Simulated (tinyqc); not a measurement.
Worked calculation: MP2 on RHF in the sto-3g basis, for OH-, spin multiplicity 1. The basis has no diffuse functions, so it cannot describe the extra electron: this is an exercise in the method, not the real anion. Computed by tinyqc, a small Python program that keeps every step (integrals from PySCF). Settings: charge = -1, multiplicity = 1, basis = sto-3g, method = RHF, energy threshold = 1e-10, iteration cap = 74, orthogonalisation = symmetric, start = atomic densities, DIIS depth = 6. Command: `OMP_NUM_THREADS=1 python tinyqc.py 21534 21535 out.jsonl` (the two numbers bound the seeds that draw the settings). One thread of a shared host (Intel(R) Xeon(R) Processor @ 2.60GHz), about 0.2 s of CPU time with the checks. The early iterations of the SCF are left out here.

## One-electron integrals

Geometry (angstrom):
```
atom       x       y       z
O     0.0000  0.0000  0.0000
H     0.0000  0.0000  1.1570
```

Basis sto-3g: exponents (1/bohr^2) and contraction coefficients of normalised primitives:
```
element  l (shell)  exponent  coefficient
O            s (1)  130.7093       0.1543
O            s (1)   23.8089       0.5353
O            s (1)    6.4436       0.4446
O            s (2)    5.0332      -0.1000
O            s (2)    1.1696       0.3995
O            s (2)    0.3804       0.7001
O            p (3)    5.0332       0.1559
O            p (3)    1.1696       0.6077
O            p (3)    0.3804       0.3920
H            s (1)    3.4253       0.1543
H            s (1)    0.6239       0.5353
H            s (1)    0.1689       0.4446
```

Overlap, kinetic and nuclear-attraction integrals over the contracted functions; the nuclear repulsion is the sum of Za Zb / Rab.

nuclear repulsion = 3.658961 hartree

overlap S:
```
         1O 1s   1O 2s  1O 2px  1O 2py  1O 2pz   2H 1s
1O 1s   1.0000  0.2367  0.0000  0.0000  0.0000  0.0335
1O 2s   0.2367  1.0000  0.0000  0.0000  0.0000  0.3538
1O 2px  0.0000  0.0000  1.0000  0.0000  0.0000  0.0000
1O 2py  0.0000  0.0000  0.0000  1.0000  0.0000  0.0000
1O 2pz  0.0000  0.0000  0.0000  0.0000  1.0000  0.3188
2H 1s   0.0335  0.3538  0.0000  0.0000  0.3188  1.0000
```

kinetic energy T (hartree):
```
          1O 1s    1O 2s  1O 2px  1O 2py  1O 2pz    2H 1s
1O 1s   29.0032  -0.1680  0.0000  0.0000  0.0000  -0.0089
1O 2s   -0.1680   0.8081  0.0000  0.0000  0.0000   0.0527
1O 2px   0.0000   0.0000  2.5287  0.0000  0.0000   0.0000
1O 2py   0.0000   0.0000  0.0000  2.5287  0.0000   0.0000
1O 2pz   0.0000   0.0000  0.0000  0.0000  2.5287   0.1547
2H 1s   -0.0089   0.0527  0.0000  0.0000  0.1547   0.7600
```

nuclear attraction V (hartree):
```
           1O 1s    1O 2s   1O 2px   1O 2py   1O 2pz    2H 1s
1O 1s   -61.0758  -7.2913   0.0000   0.0000  -0.0106  -1.0578
1O 2s    -7.2913  -9.5077   0.0000   0.0000  -0.1310  -2.5344
1O 2px    0.0000   0.0000  -9.4085   0.0000   0.0000   0.0000
1O 2py    0.0000   0.0000   0.0000  -9.4085   0.0000   0.0000
1O 2pz   -0.0106  -0.1310   0.0000   0.0000  -9.4876  -2.0294
2H 1s    -1.0578  -2.5344   0.0000   0.0000  -2.0294  -4.8250
```

core Hamiltonian H = T + V (hartree):
```
           1O 1s    1O 2s   1O 2px   1O 2py   1O 2pz    2H 1s
1O 1s   -32.0726  -7.4594   0.0000   0.0000  -0.0106  -1.0667
1O 2s    -7.4594  -8.6996   0.0000   0.0000  -0.1310  -2.4817
1O 2px    0.0000   0.0000  -6.8798   0.0000   0.0000   0.0000
1O 2py    0.0000   0.0000   0.0000  -6.8798   0.0000   0.0000
1O 2pz   -0.0106  -0.1310   0.0000   0.0000  -6.9589  -1.8747
2H 1s    -1.0667  -2.4817   0.0000   0.0000  -1.8747  -4.0650
```

## Two-electron integrals

Functions are numbered as in S; the eight-fold symmetry (ij|kl) = (ji|kl) = (kl|ij) leaves the list below.

Two-electron integrals (ij|kl) in chemists' order, unique and non-zero (hartree):
```
(11|11) 4.7851   (21|11) 0.7414   (21|21) 0.1369   (22|11) 1.1189
(22|21) 0.2566   (22|22) 0.8172   (31|31) 0.0245   (32|31) 0.0378
(32|32) 0.1805   (33|11) 1.1158   (33|21) 0.2567   (33|22) 0.8170
(33|33) 0.8802   (41|41) 0.0245   (42|41) 0.0378   (42|42) 0.1805
(43|43) 0.0474   (44|11) 1.1158   (44|21) 0.2567   (44|22) 0.8170
(44|33) 0.7853   (44|44) 0.8802   (51|51) 0.0245   (52|51) 0.0378
(52|52) 0.1805   (53|53) 0.0474   (54|54) 0.0474   (55|11) 1.1158
(55|21) 0.2567   (55|22) 0.8170   (55|33) 0.7853   (55|44) 0.7853
(55|55) 0.8802   (61|11) 0.1063   (61|21) 0.0195   (61|22) 0.0363
(61|33) 0.0363   (61|44) 0.0363   (61|51) 0.0009   (61|52) 0.0017
(61|55) 0.0365   (61|61) 0.0028   (62|11) 0.2822   (62|21) 0.0656
(62|22) 0.2344   (62|33) 0.2302   (62|44) 0.2302   (62|51) 0.0049
(62|52) 0.0391   (62|55) 0.2424   (62|61) 0.0095   (62|62) 0.0862
(63|31) 0.0066   (63|32) 0.0393   (63|53) 0.0079   (63|63) 0.0117
(64|41) 0.0066   (64|42) 0.0393   (64|54) 0.0079   (64|64) 0.0117
(65|11) 0.2133   (65|21) 0.0502   (65|22) 0.1915   (65|33) 0.1830
(65|44) 0.1830   (65|51) 0.0099   (65|52) 0.0693   (65|55) 0.2082
(65|61) 0.0076   (65|62) 0.0856   (65|65) 0.0958   (66|11) 0.4495
(66|21) 0.1062   (66|22) 0.4369   (66|33) 0.4201   (66|44) 0.4201
(66|51) 0.0095   (66|52) 0.1065   (66|55) 0.4699   (66|61) 0.0155
(66|62) 0.2106   (66|65) 0.2388   (66|66) 0.7746
```

## Orthogonalisation

S = U s U^T; symmetric (Loewdin) form X = U s^(-1/2) U^T, so that X^T S X = 1.

eigenvalues of S: 0.5001  0.8403  1.0000  1.0000  1.1363  1.5234

X:
```
          1O 1s    1O 2s  1O 2px  1O 2py   1O 2pz    2H 1s
1O 1s    1.0227  -0.1291  0.0000  0.0000  -0.0056   0.0191
1O 2s   -0.1291   1.0813  0.0000  0.0000   0.0522  -0.2121
1O 2px   0.0000   0.0000  1.0000  0.0000   0.0000   0.0000
1O 2py   0.0000   0.0000  0.0000  1.0000   0.0000   0.0000
1O 2pz  -0.0056   0.0522  0.0000  0.0000   1.0460  -0.1873
2H 1s    0.0191  -0.2121  0.0000  0.0000  -0.1873   1.1034
```

## Iteration 7 (converged): orbitals

converged F (hartree):
```
           1O 1s    1O 2s  1O 2px  1O 2py   1O 2pz    2H 1s
1O 1s   -19.4437  -4.9830  0.0000  0.0000  -0.0183  -0.7208
1O 2s    -4.9830  -1.7919  0.0000  0.0000  -0.0057  -0.5239
1O 2px    0.0000   0.0000  0.2140  0.0000   0.0000   0.0000
1O 2py    0.0000   0.0000  0.0000  0.2140   0.0000   0.0000
1O 2pz   -0.0183  -0.0057  0.0000  0.0000   0.5132  -0.2747
2H 1s    -0.7208  -0.5239  0.0000  0.0000  -0.2747   0.0245
```

Diagonalise F' = X^T F X, C = X C', fill 5 alpha and 5 beta electrons from the bottom; D = 2 C_occ C_occ^T. Each column has its largest component positive (the first on a tie).

F' = X^T F X (hartree):
```
          1        2       3       4        5        6
1  -19.0761  -2.6444  0.0000  0.0000  -0.0482  -0.0654
2   -2.6444  -0.8188  0.0000  0.0000   0.1309  -0.3603
3    0.0000   0.0000  0.2140  0.0000   0.0000   0.0000
4    0.0000   0.0000  0.0000  0.2140   0.0000   0.0000
5   -0.0482   0.1309  0.0000  0.0000   0.6757  -0.4643
6   -0.0654  -0.3603  0.0000  0.0000  -0.4643   0.3285
```

orbital energies (hartree): MO1 -19.4521, MO2 -0.5783, MO3 0.0762, MO4 0.2140, MO5 0.2140, MO6 1.0635

coefficients C:
```
            MO1      MO2      MO3      MO4     MO5      MO6
1O 1s    0.9945  -0.2470   0.0902   0.0000  0.0000  -0.0696
1O 2s    0.0230   0.9314  -0.4609   0.0000  0.0000   0.3912
1O 2px   0.0000   0.0000   0.0000   0.9951  0.0993   0.0000
1O 2py   0.0000   0.0000   0.0000  -0.0993  0.9951   0.0000
1O 2pz   0.0023   0.0180   0.5032   0.0000  0.0000   0.9372
2H 1s   -0.0047   0.2087   0.7385   0.0000  0.0000  -0.8419
```

D after iteration 7:
```
          1O 1s    1O 2s  1O 2px  1O 2py   1O 2pz    2H 1s
1O 1s    2.1163  -0.4976  0.0000  0.0000   0.0866   0.0208
1O 2s   -0.4976   2.1610  0.0000  0.0000  -0.4302  -0.2923
1O 2px   0.0000   0.0000  2.0000  0.0000   0.0000   0.0000
1O 2py   0.0000   0.0000  0.0000  2.0000   0.0000   0.0000
1O 2pz   0.0866  -0.4302  0.0000  0.0000   0.5070   0.7507
2H 1s    0.0208  -0.2923  0.0000  0.0000   0.7507   1.1780
```

Within a degenerate level the vectors are fixed only up to a rotation; this is one choice.

## Convergence

Stop when the energy changes by less than 1e-10 hartree and every element of the error matrix X^T (F D S - S D F) X is below 3e-06.

Course of the cycle:
```
iteration  E (hartree)     change  largest element of the error matrix
1           -79.091038          -                             9.48e-01
2           -74.047883   5.04e+00                             1.43e-01
3           -74.060536  -1.27e-02                             1.07e-02
4           -74.060651  -1.16e-04                             2.01e-03
5           -74.060654  -3.05e-06                             4.48e-05
6           -74.060654  -1.81e-09                             3.99e-07
7           -74.060654  -5.68e-14                             9.36e-10
```

PySCF RHF in the same basis = -74.060654 hartree

Converged in 7 iterations.

## Integrals over molecular orbitals

(pq|rs) = sum C_ip C_jq C_kr C_ls (ij|kl), one index at a time.

one-electron integrals over orbitals h = C^T H C (hartree):
```
          1        2        3        4        5        6
1  -32.0557   0.6047  -0.2125   0.0000   0.0000   0.1660
2    0.6047  -7.1243   0.7092   0.0000   0.0000  -0.8343
3   -0.2125   0.7092  -5.2538   0.0000   0.0000  -1.5039
4    0.0000   0.0000   0.0000  -6.8798   0.0000   0.0000
5    0.0000   0.0000   0.0000   0.0000  -6.8798   0.0000
6    0.1660  -0.8343  -1.5039   0.0000   0.0000  -5.7010
```

Two-electron integrals over orbitals (pq|rs), unique and non-zero (hartree):
```
(11|11) 4.7469    (21|11) -0.4442   (21|21) 0.0652    (22|11) 1.0412
(22|21) -0.0178   (22|22) 0.7327    (31|11) 0.1613    (31|21) -0.0234
(31|22) 0.0088    (31|31) 0.0160    (32|11) -0.1858   (32|21) 0.0071
(32|22) -0.0575   (32|31) 0.0098    (32|32) 0.1318    (33|11) 0.7230
(33|21) -0.0065   (33|22) 0.5910    (33|31) -0.0010   (33|32) 0.0102
(33|33) 0.6242    (41|41) 0.0260    (42|41) 0.0340    (42|42) 0.1559
(43|41) -0.0114   (43|42) -0.0452   (43|43) 0.0338    (44|11) 1.1153
(44|21) -0.0130   (44|22) 0.7645    (44|31) 0.0047    (44|32) -0.1011
(44|33) 0.5733    (44|44) 0.8802    (51|51) 0.0260    (52|51) 0.0340
(52|52) 0.1559    (53|51) -0.0114   (53|52) -0.0452   (53|53) 0.0338
(54|54) 0.0474    (55|11) 1.1153    (55|21) -0.0130   (55|22) 0.7645
(55|31) 0.0047    (55|32) -0.1011   (55|33) 0.5733    (55|44) 0.7853
(55|55) 0.8802    (61|11) -0.1253   (61|21) 0.0192    (61|22) -0.0016
(61|31) 0.0057    (61|32) 0.0217    (61|33) -0.0071   (61|44) -0.0035
(61|55) -0.0035   (61|61) 0.0265    (62|11) 0.1709    (62|21) -0.0044
(62|22) 0.0895    (62|31) 0.0165    (62|32) 0.0441    (62|33) 0.0010
(62|44) 0.0932    (62|55) 0.0932    (62|61) 0.0224    (62|62) 0.1095
(63|11) 0.2994    (63|21) -0.0046   (63|22) 0.1406    (63|31) -0.0029
(63|32) -0.1153   (63|33) 0.0095    (63|44) 0.1725    (63|55) 0.1725
(63|61) -0.0094   (63|62) 0.0267    (63|63) 0.1796    (64|41) 0.0083
(64|42) 0.0339    (64|43) 0.0128    (64|64) 0.0380    (65|51) 0.0083
(65|52) 0.0339    (65|53) 0.0128    (65|65) 0.0380    (66|11) 0.9423
(66|21) -0.0114   (66|22) 0.6752    (66|31) 0.0118    (66|32) 0.0111
(66|33) 0.6248    (66|44) 0.6679    (66|55) 0.6679    (66|61) 0.0093
(66|62) 0.0819    (66|63) 0.0648    (66|66) 0.7115
```

## Second-order Moller-Plesset energy

Hartree-Fock energy = -74.060654 hartree

E2 = sum_ijab (ia|jb) [2 (ia|jb) - (ib|ja)] / (e_i + e_j - e_a - e_b) over occupied i, j and virtual a, b; the opposite-spin part is (ia|jb)^2 / denominator, the rest is same-spin, and SCS-MP2 scales them by 6/5 and 1/3.

Terms:
```
i  j  a  b  (ia|jb)  (ib|ja)  denominator       term
3  3  6  6   0.1796   0.1796      -1.9746    -0.0163
2  2  6  6   0.1095   0.1095      -3.2835    -0.0036
4  4  6  6   0.0380   0.0380      -1.6990    -0.0009
5  5  6  6   0.0380   0.0380      -1.6990    -0.0009
3  2  6  6   0.0267   0.0267      -2.6291  -2.70e-04
2  3  6  6   0.0267   0.0267      -2.6291  -2.70e-04
1  2  6  6   0.0224   0.0224     -22.1574  -2.26e-05
2  1  6  6   0.0224   0.0224     -22.1574  -2.26e-05
1  1  6  6   0.0265   0.0265     -41.0313  -1.71e-05
3  1  6  6  -0.0094  -0.0094     -21.5030  -4.08e-06
1  3  6  6  -0.0094  -0.0094     -21.5030  -4.08e-06
```

Pair energies (hartree; pair i-j sums ij and ji):
```
pair  opposite spin  same spin
1-1       -1.71e-05     0.0000
2-1       -4.52e-05     0.0000
2-2         -0.0036     0.0000
3-1       -8.15e-06     0.0000
3-2         -0.0005     0.0000
3-3         -0.0163     0.0000
4-4         -0.0009     0.0000
5-5         -0.0009     0.0000
```

MP2 correlation energy = -0.022294 hartree

SCS-MP2 correlation energy = -0.026752 hartree

MP2 total energy = -74.082948 hartree
